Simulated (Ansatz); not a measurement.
Ideal-gas functions of C$_{3}$H$_{3}$FO (`C#COCF`) at 500 K and 1 bar, from an Ansatz frequency run at PBE0-D4/def2-TZVP.

Molar mass 74.05 g/mol, point group Cs (symmetry number 1), electronic degeneracy 1, moments of inertia 13.249, 198.939, 208.862 u Å². Harmonic wavenumbers (cm⁻¹, unscaled): 53, 169, 449, 459, 555, 561, 662, 1010, 1159, 1170, 1190, 1262, 1450, 1529, 2294, 3050, 3120, 3498.

Use S(trans) = R[1.5 ln M + 2.5 ln T − 1.1517]; rotational temperatures θ = 24.2544 K / I; S(rot) = R[ln(√π/σ · √(T³/θAθBθC)) + 1.5]; for each mode x = 1.438777 ν̃/T, S = R[x/(eˣ − 1) − ln(1 − e⁻ˣ)] and H = RT x/(eˣ − 1); 1 cm⁻¹ = 0.0119627 kJ/mol; R = 8.31446 J/(mol·K).

By hand: the entropy, in J/(mol·K).

Translation 173.3. Rotation: θ = 1.8307, 0.1219, 0.1161 K, giving 109.9. Vibration, mode by mode: 23.96, 14.39, 6.74, 6.58, 5.25, 5.18, 4.11, 1.87, 1.33, 1.29, 1.23, 1.04, 0.67, 0.56, 0.09, 0.01, 0.01, 0.00, in all 74.3. Electronic 0.0. Sum 357.5 J/(mol·K).

By hand: H − E and G − E in kJ/mol, counted from the electronic energy.

Zero-point energy ½ × 23640 × 0.0119627 = 141.4; thermal vibration 19.0; translation, rotation and pV give 4 RT = 16.6. H − E = 177.0 kJ/mol, and G − E = 177.0 − 500 × 357.5/1000 = -1.8 kJ/mol.

Vibration gives 21 % of the entropy, 24.0 J/(mol·K) of it from the mode under 150 cm⁻¹: soft modes count most, and the harmonic formula is weakest for them. The sum counts one conformer and one mirror image; others add a mixing term.
